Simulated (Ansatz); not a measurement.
Two isomers of C5H6O: A = `C=C1OC=C1C`, B = `CC(C)=C=C=O`.

Computed with Ansatz on PBE0-D4/def2-TZVP structures; ΔE is electronic, products minus reactants. CCSD(T)/CBS is the MP2 limit (def2-TZVPP, def2-QZVPP) plus CCSD(T) − MP2 in def2-TZVPP, frozen cores. DFT in def2-TZVPP. B3LYP here is the variant with VWN-RPA as its local correlation; programs differ in this.

(1) Which isomer does CCSD(T)/CBS put lower? Give the gap. (Best estimate.)

(2) Give E(B) − E(A) in kcal/mol with PBE0-D4, CCSD/def2-TZVPP, PBE-D4, HF/def2-TZVPP, CCSD(T)/def2-TZVPP, r2SCAN-D4, B3LYP-D4. (Best estimate.)

Largest T1 diagnostic: 0.016.

## Answers

(1) Ansatz gave: B, by 13.4 kcal/mol.

(2) Computed: PBE0-D4 -14.4, CCSD/def2-TZVPP -12.7, PBE-D4 -17.9, HF/def2-TZVPP -15.0, CCSD(T)/def2-TZVPP -14.2, r2SCAN-D4 -19.5, B3LYP-D4 -19.3. None reverses the order clearly.

From PBE to PBE0 (25 % exact exchange), in def2-TZVPP and without D4, E(B) − E(A) moves by +3.5 kcal/mol.
